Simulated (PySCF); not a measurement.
One ligand Y is varied and pulled off as a radical: Cd(F)1–Y. Isolated molecules, 0 K electronic values unless said otherwise. One relaxed conformer stands for each flexible species; it need not be the lowest. Multiplicities are imposed; where one is given, others were not computed. Strings in code marks are SMILES.

These are BP86-D3(BJ)/def2-TZVP // BP86-D3(BJ)/def2-SVP run with PySCF values and carry that method's errors. All candidates: neutral, multiplicity 2. 

```json
{
 "highest_occupied_spin_orbital": "-5.66 eV",
 "dipole_moment": "1.72 D"
}
```

Problem. Name which member has these values.
A) `C[O]`
B) `[CH3]`
C) `C[N]C`
D) `[SH]`

Solution. C, `C[N]C`. The others give `[CH3]`: -5.46 eV, 0.00 D; `C[O]`: -6.10 eV, 2.14 D; `[SH]`: -6.25 eV, 0.87 D
